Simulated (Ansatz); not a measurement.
Cost and result for the atomization energy of CH5Si (`[CH2][SiH3]`) radical (7 atoms, 6 bonds).

Charge 0, multiplicity 2. The structure was optimised at the PBE0-D4/def2-TZVP level. Program: Ansatz. All runs use 2 threads of a server CPU on a shared host. Times are those of one run each, without the atoms' runs, and a repeat can differ threefold. Electronic energies, without spin–orbit coupling; frozen cores. CCSD(T)/CBS adds CCSD(T) − MP2 in def2-TZVPP to the MP2 limit, and its time is that of the two runs behind it. T1 = 0.012; ⟨S²⟩ of the reference is 0.76. B3LYP takes the VWN-RPA correlation (the form of Gaussian; ORCA's B3LYP/G). HSE06 is the plane-wave form, built on full-range PBE exchange.

CCSD(T)/CBS is a level of theory with its own doubt, some kJ/mol a heavy atom from the limit and from the frozen cores, so smaller differences don't rank the functionals.

```tsv
level	functions	wall time
CCSD(T)/def2-SVP	57	1.2 s
PBE-D4/def2-TZVPP (with forces)	143	2 s
PBE0-D4/def2-TZVPP	143	2.1 s
CAM-B3LYP-D4/def2-TZVPP	143	2.3 s
HSE06-D4/def2-TZVPP	143	2.4 s
B3LYP-D4/def2-TZVPP (with forces)	143	2.6 s
PBE-QIDH/def2-TZVPP	143	2.8 s
B2PLYP/def2-TZVPP	143	3 s
r2SCANh-D4/def2-TZVPP	143	3.8 s
r2SCAN-D4/def2-TZVPP (with forces)	143	4.7 s
MP2/def2-QZVPP	277	8 s
CCSD(T)/def2-TZVPP	143	25 s
CCSD(T)/CBS(def2)	–	33 s
```

(1) What atomization energy does each give, and how far from CCSD(T)/CBS? (Estimate.)

Answers

(1) The calculation gave: 
```csv
level,atomization (kcal/mol),difference from CCSD(T)/CBS,per bond
CCSD(T)/def2-SVP,492.5,-28.0,-4.7
PBE-D4/def2-TZVPP (with forces),519.1,-1.4,-0.2
PBE0-D4/def2-TZVPP,518.0,-2.5,-0.4
CAM-B3LYP-D4/def2-TZVPP,524.5,4.0,0.7
HSE06-D4/def2-TZVPP,518.2,-2.3,-0.4
B3LYP-D4/def2-TZVPP (with forces),522.9,2.4,0.4
PBE-QIDH/def2-TZVPP,516.0,-4.5,-0.7
B2PLYP/def2-TZVPP,515.8,-4.7,-0.8
r2SCANh-D4/def2-TZVPP,522.8,2.3,0.4
r2SCAN-D4/def2-TZVPP (with forces),524.0,3.5,0.6
MP2/def2-QZVPP,511.3,-9.2,-1.5
CCSD(T)/def2-TZVPP,509.2,-11.3,-1.9
CCSD(T)/CBS(def2),520.5,0.0,0.0
```

The D4 term adds +3.3 kcal/mol with B3LYP and +1.7 kcal/mol with PBE0; it sums over pairs of atoms, weighted by their polarisabilities, and B3LYP, whose exchange is more repulsive, gets the larger term. At CCSD(T), def2-SVP lies −28.0 kcal/mol from the extrapolated value and def2-TZVPP −11.3 kcal/mol: correlation converges slowly with the basis, and small sets miss more of it in the bonded molecule than in its fragments. Leaving LDA and LC-ωPBE aside and taking each functional with its dispersion term where it has one, the values, not all of them listed here, spread over 12.3 kcal/mol, from revPBE-D4 to CAM-B3LYP-D4. LDA lies +55.5 kcal/mol from PBE without D4, its usual overbinding.
